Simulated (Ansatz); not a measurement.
Steps of a relaxation of CH3NS (`N=CS`) with RKS PBE0-D4/def2-TZVP.

```sh
$ ansatz run in.yaml --threads 2 --pin off --events-out ev --progress --plain --max-ram 32768MiB --backend cpu
```

```yaml
crystal:
  periodic: [false, false, false]
  atoms:
    - {symbol: N, position_ang: [-0.866520, -0.557520, -0.151390]}
    - {symbol: C, position_ang: [0.227420, 0.020570, -0.361100]}
    - {symbol: S, position_ang: [1.021820, 0.887520, 0.920420]}
    - {symbol: H, position_ang: [-1.270500, -1.042320, -0.946310]}
    - {symbol: H, position_ang: [0.799520, 0.070880, -1.291580]}
    - {symbol: H, position_ang: [0.088240, 0.620860, 1.829970]}
basis:
  gaussian: {orbitals: def2-TZVP}
hamiltonian: {xc: pbe0, dispersion: d4}
relax: {f_tol: 0.005, max_steps: 150}
```

Positions (Å) and forces (eV/Å) along the path, 8 of 8 steps:

```xyz
6
step=1 energy=-13405.2110 eV
N    -0.867   -0.558   -0.151   -0.487   -0.250    0.147
C     0.227    0.021   -0.361   -0.048    0.024    0.107
S     1.022    0.888    0.920    0.625    0.329   -0.114
H    -1.270   -1.042   -0.946    0.241    0.069   -0.241
H     0.800    0.071   -1.292   -0.055   -0.081   -0.130
H     0.088    0.621    1.830   -0.276   -0.092    0.230
6
step=2 energy=-13405.2336 eV
N    -0.880   -0.566   -0.153   -0.252   -0.088    0.133
C     0.215    0.022   -0.350    0.013   -0.045    0.010
S     1.034    0.895    0.920    0.207    0.113   -0.070
H    -1.253   -1.041   -0.972    0.197    0.078   -0.127
H     0.784    0.061   -1.285   -0.065   -0.037   -0.066
H     0.100    0.629    1.841   -0.100   -0.021    0.120
6
step=3 energy=-13405.2380 eV
N    -0.898   -0.583   -0.155   -0.010   -0.160   -0.011
C     0.212   -0.011   -0.329   -0.107    0.370   -0.136
S     1.041    0.900    0.917   -0.068   -0.151    0.022
H    -1.220   -1.024   -1.018    0.057    0.043    0.105
H     0.746    0.056   -1.286    0.066   -0.107    0.111
H     0.119    0.661    1.873    0.062    0.005   -0.090
6
step=4 energy=-13405.2395 eV
N    -0.903   -0.587   -0.152    0.114   -0.054   -0.019
C     0.206   -0.010   -0.328   -0.187    0.249   -0.109
S     1.037    0.895    0.909    0.037   -0.026    0.167
H    -1.210   -1.018   -1.022   -0.053   -0.054    0.015
H     0.745    0.056   -1.280    0.044   -0.110    0.034
H     0.124    0.664    1.874    0.047   -0.005   -0.088
6
step=5 energy=-13405.2429 eV
N    -0.904   -0.578   -0.156   -0.039    0.018   -0.081
C     0.190    0.023   -0.338    0.155   -0.132   -0.016
S     1.042    0.898    0.917   -0.118   -0.023   -0.023
H    -1.207   -1.033   -1.018    0.005    0.048    0.104
H     0.752    0.037   -1.282   -0.046    0.084    0.091
H     0.127    0.652    1.877    0.043    0.005   -0.075
6
step=6 energy=-13405.2455 eV
N    -0.899   -0.577   -0.152    0.003    0.000   -0.004
C     0.201    0.014   -0.337   -0.029   -0.002    0.053
S     1.040    0.897    0.915   -0.002   -0.003   -0.005
H    -1.214   -1.029   -1.008   -0.002   -0.001    0.000
H     0.754    0.046   -1.281    0.028    0.005   -0.039
H     0.119    0.648    1.863    0.003    0.001   -0.005
6
step=7 energy=-13405.2455 eV
N    -0.899   -0.577   -0.152   -0.008   -0.004    0.002
C     0.200    0.013   -0.337    0.007    0.002   -0.007
S     1.040    0.897    0.915    0.000    0.001    0.003
H    -1.215   -1.029   -1.008    0.000    0.000    0.000
H     0.755    0.047   -1.281    0.000    0.001    0.001
H     0.119    0.649    1.863    0.001    0.001    0.001
6
step=8 energy=-13405.2455 eV
N    -0.899   -0.577   -0.152    0.004    0.003    0.000
C     0.200    0.013   -0.337   -0.003   -0.002    0.000
S     1.040    0.897    0.915   -0.001    0.000    0.000
H    -1.215   -1.029   -1.009    0.000    0.000   -0.001
H     0.755    0.047   -1.281    0.000    0.000    0.000
H     0.119    0.649    1.864    0.000    0.000    0.000
```

It took 12 s on 2 threads of an AMD EPYC 7R13 on a shared host, with 0.22 GiB of host memory at the peak.
